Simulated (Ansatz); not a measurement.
Two isomers of C4H6O2: A = `C=C(C)C(=O)O`, B = `COC1C=CO1`.

Gas-phase electronic energies from Ansatz, PBE0-D4/def2-TZVP geometries. CCSD(T)/CBS is the MP2 limit (def2-TZVPP, def2-QZVPP) plus CCSD(T) − MP2 in def2-TZVPP, frozen cores. DFT in def2-TZVPP. B3LYP here is the variant with VWN-RPA as its local correlation; programs differ in this. One conformer a species, not always the lowest.

A:

Z-matrix (Å, degrees):
```
C
C 1 1.494
H 1 1.093 2 111.1
H 1 1.093 2 111.1 3 118.5
H 1 1.090 2 110.5 3 -120.8
C 2 1.489 1 118.9 3 -59.3
C 2 1.330 1 124.2 3 120.8
O 6 1.203 2 125.9 1 179.9
O 6 1.347 2 112.1 1 -0.1
H 7 1.083 2 120.3 1 -180.0
H 7 1.084 2 121.2 1 -0.0
H 9 0.967 6 106.1 2 -180.0
```

B:

Z-matrix (Å, degrees):
```
C
O 1 1.355
C 1 1.946 2 128.6
C 1 1.499 2 117.5 3 50.4
O 1 1.495 2 113.8 3 -50.0
H 1 1.099 2 112.5 3 -170.6
C 2 1.414 1 113.4 3 124.8
H 3 1.083 1 170.0 2 -110.4
H 4 1.075 1 135.3 2 65.3
H 7 1.089 2 106.9 1 175.7
H 7 1.094 2 111.0 1 -65.0
H 7 1.097 2 110.9 1 56.6
```

(1) Which is lower in electronic energy at CCSD(T)/CBS, and by how much? (An estimate is asked.)

(2) Give E(B) − E(A) in kcal/mol with B3LYP-D4, PBE-D4, B2PLYP, ωB97M-V, r2SCAN-D4, MP2/def2-TZVPP, PBE0-D4. (Best estimate.)

Largest T1 diagnostic: 0.014.

Answers

(1) Computed: A, by 57.7 kcal/mol.

(2) The calculation gave: B3LYP-D4 59.9, PBE-D4 56.7, B2PLYP 59.4, ωB97M-V 57.6, r2SCAN-D4 59.2, MP2/def2-TZVPP 58.6, PBE0-D4 56.8. None reverses the order clearly.

In def2-TZVPP, CCSD(T) changes the Hartree–Fock value by −4.6 kcal/mol (the triples alone add −0.1 kcal/mol) and MP2 by −3.8 kcal/mol.
